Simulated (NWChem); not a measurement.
Total energies of difluoromethane (CH2F2)

SMILES: FCF
```xyz
5

F      1.0958     0.0000    -0.2872
C      0.0000     0.0000     0.4910
F     -1.0958     0.0000    -0.2872
H      0.0000     0.9137     1.1116
H      0.0000    -0.9137     1.1116
```
Charge 0, spin multiplicity 1.

All runs are NWChem calculations. Structure: optimised with PBE0/def2-SVP, a minimum by its harmonic frequencies.

Basis set: def2-SVP (52 functions).

```tsv
method	total energy (Ha)
RHF	-237.71072
MP2	-238.21696
B2PLYP	-238.60408
PBE	-238.55545
B3LYP	-238.79734
BHandHLYP	-238.69809
CCSD(T)	-238.24466
```

Total energies of different functionals aren't comparable as a measure of quality: only differences taken within one method are. 

The correlated methods keep 3 core orbitals frozen. B3LYP has NWChem's definition, with VWN1-RPA local correlation. Coupled-cluster values serve here as a point of comparison, not as the truth.
